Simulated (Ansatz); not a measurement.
The cluster Na3H3, relaxed as a singlet with RKS PBE0-D4/def2-TZVP in Ansatz, starting from the GFN1-xTB geometry. Force threshold 0.02 eV/Å.

The restricted singlet is unstable towards broken spin symmetry in Hartree–Fock (as tested in another run); at PBE0-D4/def2-TZVP this wasn't settled. In the singlet, H5 and H6 lie 0.75 Å apart (atoms count from 1), so H2 has formed as a molecule. Another isomer (singlet) lies 0.64 eV lower at PBE0-D4/def2-TZVP; other spin states weren't run for this one.

Start:

| atom | x (Å) | y (Å) | z (Å) |
| --- | --- | --- | --- |
| Na1 | -3.132 | -0.705 | -0.015 |
| Na2 | -1.309 | 1.293 | -1.719 |
| Na3 | 0.180 | -0.128 | 0.269 |
| H4 | 0.705 | 1.315 | -1.133 |
| H5 | 1.513 | -1.145 | 1.415 |
| H6 | 2.043 | -0.630 | 1.182 |

| step | energy (eV) | largest force component (eV/Å) | SCF passes |
| --- | --- | --- | --- |
| 1 | -13287.8394 | 0.879 | 13 |
| 2 | -13288.0002 | 0.183 | 17 |
| 3 | -13288.0434 | 0.110 | 17 |
| 4 | -13288.0458 | 0.211 | 18 |
| 5 | -13288.0578 | 0.108 | 17 |
| 6 | -13288.0597 | 0.038 | 17 |
| 7 | -13288.0641 | 0.018 | 19 |
| 8 (rejected) | -13288.0558 | 0.914 | 17 |
| 9 | -13288.0672 | 0.093 | 18 |
| 10 | -13288.0692 | 0.265 | 18 |
| 11 | -13288.0716 | 0.266 | 17 |
| 12 | -13288.0731 | 0.173 | 17 |
| 13 | -13288.0750 | 0.066 | 18 |
| 14 | -13288.0759 | 0.070 | 18 |
| 15 | -13288.0760 | 0.026 | 12 |
| 16 | -13288.0760 | 0.004 | 18 |

Force components are those of the run's own axes.

End:

```csv
atom,x (Å),y (Å),z (Å)
Na1,-3.717,-0.491,-0.356
Na2,-1.061,1.398,-1.741
Na3,-0.295,-0.472,0.491
H4,0.691,0.894,-0.757
H5,2.207,-0.922,1.455
H6,2.175,-0.406,0.908
```

Bonds lost: Na3–H5, Na3–H6 (atoms count from 1).

The force fell under the threshold at step 7, but the optimiser went on and released 0.012 eV more. No frequencies were taken in this run, so the end may be a saddle point.

Hardware: 4 threads of Arm Neoverse V2 on a shared host. Wall time 13 s.
